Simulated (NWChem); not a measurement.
Total energies of ozone (O3)

```
O
O 1 1.2340
O 1 1.2340 2 118.53
```
Charge 0, spin multiplicity 1.

Program: NWChem. All single points use one geometry, from PBE0/def2-SVP, a minimum by its harmonic frequencies.

Basis set: cc-pVQZ (165 functions).

| method | total energy (Ha) | relative cost |
|---|---|---|
| RHF | -224.37054 | 1 |
| MP2 | -225.18716 | under 3 |
| B2PLYP | -225.40577 | 4 |
| PBE | -225.32802 | under 3 |
| B3LYP | -225.51877 | under 3 |
| BHandHLYP | -225.37715 | under 3 |

Total energies of different functionals aren't comparable as a measure of quality: only differences taken within one method are. Costs are rough ratios of processor time within this set of runs, SCF included, with RHF as 1.

The correlated methods keep 3 core orbitals frozen. B3LYP has NWChem's definition, with VWN1-RPA local correlation. The species is likely to have several important configurations.
